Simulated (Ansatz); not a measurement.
Process, species as SMILES: O=CO → C([O-])=O + H+
B3LYP-D3(BJ)/def2-TZVP geometries, fixed; electronic energies without zero-point terms.
Largest species:
```
C
O 1 1.1967
O 1 1.3439 2 125.18
H 3 0.9719 1 107.71 2 0.00
H 1 1.0974 2 125.25 3 -180.00
```
Charge 0, spin multiplicity 1.

Effect of the final integration grid (spheres per factor e of radius in core and valence, angular degree) at PBE/def2-TZVPP with Ansatz (a first-principles code), against the last row, where the deprotonation energy is 352.00 kcal/mol. Species with rotatable bonds are taken in one conformer. The proton leaves the site shown, which need not be the most acidic. The default's grid is 13, 11, 36.

```tsv
setting	largest shift of a total energy (mEh)	shift of the deprotonation energy (kcal/mol)
accuracy: medium (default)	0.000	0.000
final_grid: 4, 3, 11	0.672	0.735
final_grid: 6, 5, 17	-0.132	-0.018
final_grid: 8, 7, 23	-0.009	0.002
final_grid: 10, 9, 29	-0.001	-0.001
final_grid: 18, 15, 47	0.000	0.000
final_grid: 26, 22, 59	0.000	0.000
```

Within 0.3 kcal/mol in the deprotonation energy: accuracy: medium (default); final_grid: 6, 5, 17; final_grid: 8, 7, 23; final_grid: 10, 9, 29; final_grid: 18, 15, 47. The largest shift is 0.672 mEh in a total energy and 0.735 kcal/mol in the difference.
